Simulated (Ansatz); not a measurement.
Bulk modulus B0 (GPa) of 25 transition metals, computed with LDA in Ansatz (PAW) and with PBEsol in Ansatz (PAW). The set holds measured phases with no doubt noted on the run or the magnetic state but for the caveats below. Solids without a value at one level (not run, failed, or a magnetic order lost), or held back for tests, aren't counted.

All rows, in order of the shift (worked out from unrounded values):

| solid | LDA | PBEsol | shift (%) |
|---|---|---|---|
| fcc Ag | 139 | 119 | -14.5 |
| hcp Co | 273 | 242 | -11.4 |
| fcc Cu | 189 | 168 | -10.9 |
| fcc Ni | 255 | 229 | -10.2 |
| fcc Pd | 227 | 204 | -10.1 |
| fcc Au | 194 | 174 | -10.1 |
| bcc Fe | 249 | 224 | -9.9 |
| double-hcp La | 29.5 | 26.7 | -9.5 |
| hcp Sc | 61.6 | 57.2 | -7.1 |
| fcc Rh | 318 | 295 | -7.0 |
| fcc Pt | 307 | 287 | -6.4 |
| bcc V | 209 | 197 | -5.8 |
| hcp Ti | 127 | 119 | -5.8 |
| hcp Hf | 120 | 113 | -5.7 |
| hcp Ru | 366 | 346 | -5.4 |
| bcc Ta | 220 | 208 | -5.3 |
| bcc Nb | 191 | 181 | -5.0 |
| hcp Tc | 343 | 327 | -4.6 |
| fcc Ir | 405 | 386 | -4.6 |
| bcc Mo | 293 | 280 | -4.5 |
| hcp Y | 44.2 | 42.3 | -4.1 |
| hcp Zr | 102 | 98.3 | -3.8 |
| bcc W | 335 | 322 | -3.8 |
| hcp Os | 448 | 431 | -3.7 |
| hcp Re | 405 | 391 | -3.4 |

The shift from LDA to PBEsol has a median of -5.8 %, and eight in ten lie between -10.7 % and -3.8 %; PBEsol is the larger in 0 of 25. Each level is at its own cell, so the shift holds the change of volume too.

Ansatz's runs of these crystals have no spin polarisation, but for bcc Fe, hcp Co, fcc Ni.

Density-functional runs with spin start from parallel moments for bcc Fe, parallel moments for hcp Co, parallel moments for fcc Ni.

Spin–orbit coupling is left out, also for the solids with elements from indium on (bcc Ta, fcc Pt, hcp Os, double-hcp La, bcc W, fcc Ir, hcp Re, hcp Hf, fcc Au); its size isn't shown.

Each level is taken at its own relaxed cell. Ansatz's density-functional and Hartree–Fock values are scalar-relativistic unless marked +SOC, with PAW data made under PBE.

Ansatz is a first-principles code.
